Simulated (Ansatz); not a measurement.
```yaml
crystal:
  periodic: [false, false, false]
  atoms:
    - {symbol: B, position_ang: [-0.287171, -0.490185, -0.015133]}
    - {symbol: C, position_ang: [1.273088, -0.552682, -0.001273]}
    - {symbol: C, position_ang: [-1.100686, 0.842742, 0.006376]}
    - {symbol: H, position_ang: [1.549880, -0.817431, 1.040397]}
    - {symbol: H, position_ang: [1.784092, 0.393560, -0.232002]}
    - {symbol: H, position_ang: [1.692370, -1.364040, -0.615354]}
    - {symbol: H, position_ang: [-1.478154, 0.981900, -1.027692]}
    - {symbol: H, position_ang: [-0.523234, 1.744174, 0.258423]}
    - {symbol: H, position_ang: [-2.008443, 0.795219, 0.627397]}
    - {symbol: H, position_ang: [-0.901743, -1.533247, -0.041138]}
basis:
  gaussian: {orbitals: "6-31++G**"}
total_charge: -1
magnetization: {spin_polarized: true, initial_magnetization: 1}
hamiltonian: {xc: {name: RPBE}}
scf: {omitted_lower_state_checks: [starts]}
output: {forces: true}
```

```sh
$ ansatz run in.yaml --threads 2 --pin off --events-out ev --progress --plain --max-ram 4352MiB
```

Shortened log:

```
Functional definition: RPBE
1003 factors; their error is unknown
mean field evaluation 1: about -2853.3313 eV, gradient 4.3e1 eV
mean field evaluation 2: about -2741.2809 eV, gradient 1.2e2 eV
mean field evaluation 4: about -2862.7554 eV, gradient 1.6e1 eV
mean field evaluation 8: about -2864.5406 eV, gradient 6.8e-2 eV
mean field evaluation 16: about -2864.4825 eV, gradient 2.4e-2 eV
mean field evaluation 32: about -2864.4833 eV, gradient 2.5e-5 eV
mean field -2864.48334375 eV, -105.2678212662 hartree, gradient 2.4e-6 eV, S^2 0.750172; 0 other end points of the search recorded, 0 dependent functions left out
reference -2864.48338329 eV, -105.2678227193 hartree; 13, 12 occupied and 86, 87 virtual orbitals, 1003 factors
Total energy: -2864.48338329 eV, -105.2678227193 hartree
Atom 0 at    -0.287171    -0.490185    -0.015133 Å, force    -0.073465    -0.208243    -0.349942 eV/Å
Atom 1 at     1.273088    -0.552682    -0.001273 Å, force     0.121982    -0.019828    -0.103517 eV/Å
Atom 2 at    -1.100686     0.842742     0.006376 Å, force    -0.122760     0.126450    -0.121325 eV/Å
Atom 3 at     1.549880    -0.817431     1.040397 Å, force     0.182510    -0.059527     0.357300 eV/Å
Atom 4 at     1.784092     0.393560    -0.232002 Å, force     0.094277     0.058646    -0.030149 eV/Å
Atom 5 at     1.692370    -1.364040    -0.615354 Å, force     0.097617    -0.084997    -0.087901 eV/Å
Atom 6 at    -1.478154     0.981900    -1.027692 Å, force    -0.014409     0.060384    -0.027104 eV/Å
Atom 7 at    -0.523234     1.744174     0.258423 Å, force     0.062387     0.177140     0.050001 eV/Å
Atom 8 at    -2.008443     0.795219     0.627397 Å, force    -0.294022     0.057235     0.206605 eV/Å
Atom 9 at    -0.901743    -1.533247    -0.041138 Å, force    -0.054115    -0.107261     0.106032 eV/Å
Dipole moment:     0.063797     0.103542     0.069704 e Å
Checks for a lower state left out: starts
```

Hardware: 2 threads of Arm Neoverse V1 on a shared host. Wall time 7.5 s.

The 6-31G sets use Cartesian d functions.

The dipole of an ion depends on the origin.
